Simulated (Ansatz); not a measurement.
Ansatz input

```yaml
crystal:
  lattice:
    - [-2.4076805736, 2.4076805736, 2.4076805736]
    - [2.4076805736, -2.4076805736, 2.4076805736]
    - [2.4076805736, 2.4076805736, -2.4076805736]
  atoms:
    - { symbol: Ba, position: [0.0, 0.0, 0.0] }
hamiltonian:
  xc: pbe
  pseudopotentials:
    kind: paw
    azcp:
      Ba: "pseudopotentials/Ba.paw.azcp"
basis:
  ecutwfc: 420
  fft_grid_basis: typed
kpoints:
  mp_grid: { grid: [15, 15, 15], shift: [0, 0, 0] }
magnetization:
  spin_polarized: false
scf:
  occupations: { method: fermi_dirac, width: 0.1 }
output:
  stress: true
```

Terminal output

```
Engine: ansatz 0.2.0, x86_64-unknown-linux-gnu
Pseudopotentials: kind: paw
Pseudopotential: Ba, paw, valence charge 10, recommended cutoff 420 eV (normal) 
Functional definition: PBE
  parameter kappa = 0.804
  parameter beta = 0.06672455060314922
  exchange = pbe_x(kappa = kappa, mu = beta*pi^2/3)
  correlation = pbe_c(beta = beta)
Crystal: 1 atoms, lattice volume = 55.829 Å³
Basis set: ecut = 420 eV, 1061 PW (Γ)
Bands: 9, of which v1, the nominal top of the filled ones, is band 5 counted from 1 (4 counted from 0)
Symmetry: 48 space group operations
Space group: Im-3m (ITA 229), of the structure as read, at distance tolerance 3.8e-5 Å
k-points: 120 of 3375
Non-local potential: Ba, projectors of the file, l = 0: 3, l = 1: 2, l = 2: 2, l = 3: 2
PAW form: soft (Blöchl's): semilocal exchange-correlation on the pseudo side does not see the compensation charge
PAW one-centre angular grid: Ba, 194 points (default); XC on 64 Gauss nodes
Initial density: superposition of atomic densities (neutral atoms: chi_scale 0, normalization atom), corrected by the library's trained network
Initial wavefunctions: pseudopotential atomic-orbital guess
Functional: x = pbe(κ = 0.804, μ = 0.2195149727645171), c = pbe(β = 0.06672455060314922)
SCF iter   1: F=—  HF=-5949.532488 eV  |F-HF|=—  |Δ(HF+E_count)|=         —  Δρ=1.21e-3  dr2=1.04e-3  ethr=1.77e-3  ⟨swp⟩=7.6  Hψ=10691  notcnv=0
SCF iter   2: F=—  HF=-5949.532755 eV  |F-HF|=—  |Δ(HF+E_count)|=   2.67e-4  Δρ=8.50e-4  dr2=5.74e-4  ethr=1.04e-5  ⟨swp⟩=2.4  Hψ=2452  notcnv=0
SCF iter   3: F=—  HF=-5949.532898 eV  |F-HF|=—  |Δ(HF+E_count)|=   1.43e-4  Δρ=1.48e-4  dr2=1.18e-5  ethr=5.74e-6  ⟨swp⟩=2.5  Hψ=1598  notcnv=0
SCF iter   4: F=—  HF=-5949.532902 eV  |F-HF|=—  |Δ(HF+E_count)|=   4.47e-6  Δρ=7.42e-5  dr2=2.45e-6  ethr=1.18e-7  ⟨swp⟩=2.7  Hψ=1733  notcnv=0
SCF iter   5: F=—  HF=-5949.532904 eV  |F-HF|=—  |Δ(HF+E_count)|=   1.66e-6  Δρ=1.13e-5  dr2=1.17e-7  ethr=2.45e-8  ⟨swp⟩=2.0  Hψ=1696  notcnv=0
SCF iter   6: F=-5949.532904 eV  HF=-5949.532904 eV  |F-HF|=2.98e-9  |Δ(HF+E_count)|=   7.37e-9  Δρ=2.81e-6  dr2=6.75e-9  ethr=1.00e-9  ⟨swp⟩=4.1  Hψ=3437  notcnv=0
SCF 1 converged in 6 iterations: F = -5949.532904 eV  dr2 = 6.75e-9
SCF converged after 6 iterations
Free energy (F): -5949.532904 eV
Harris-Foulkes:  -5949.532904 eV  (|F-HF|=2.98e-9)
Internal energy: -5949.490799 eV  (E = F + TS)
E sigma→0 (E₀):  -5949.511852 eV
Entropy (-TS):   -0.042105 eV (-42.105 meV/atom)
Fermi energy:    6.802261 eV
--- Per-component energies (eV) ---
  E_band       = -73.656170
  E_kinetic    = 167.400153
  E_local      = -346.043713  (includes V_loc(G=0)·N_el)
  E_nonlocal   = 57.300381
  E_hartree    = 108.896673
  E_xc         = -167.004797
  E_vxc        = -134.274760  (∫ρ·V_xc dr)
  E_paw        = -5225.909264  (= ΣΔE_a)
  E_vpaw       = -35.833057  (= ΣTr[D̂ρ^β])
  E_aug_tail   = -0.000002  (compensation charges beyond the density's cutoff)
  E_ewald      = -544.130231
  E_smearing   = -0.042105  (= −TS)
  E_closure    = 0.000000  (closes the sum)
  Σ components = -5949.532904   (vs F -5949.532904, Δ=0.00e0)
--- Stress (GPa, compression-positive) ---
        1.311757       0.000000       0.000000
       -0.000000       1.311757       0.000000
        0.000000       0.000000       1.311757
  P = ⅓ Tr σ = 1.3118 GPa (13.118 kbar)
```
